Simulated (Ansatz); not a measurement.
C₂H₅O, SMILES CC[O] (connectivity only; charge and spin as stated), charge -1, multiplicity 1.

Geometry optimised at ωB97X-D3(BJ)/def2-SVPD. The spin state was assumed, not searched. The isomer is the one that the SMILES or the coordinates give; other isomers of the formula were not compared.

Two levels are set side by side: PBE/def2-SVPD (Ansatz, an electronic-structure program) and PBE0/def2-SVPD (Ansatz). Energy differences of separate SCF runs at the same geometry; the states with an electron removed or added have multiplicity 2. Differences are taken from unrounded values.

| quantity | PBE |
|---|---|
| vertical ionisation energy (eV) | 1.82 |
| vertical singlet–triplet gap (eV) | 3.53 |

**Question.** These are the PBE values. What does PBE0 give? (Estimate from the structure and the level; the computed values follow.)

**Answer.** 
```json
[
 {"quantity": "vertical ionisation energy (eV)", "PBE0": "1.64", "PBE minus PBE0": "0.18"},
 {"quantity": "vertical singlet–triplet gap (eV)", "PBE0": "3.53", "PBE minus PBE0": "0.01"}
]
```
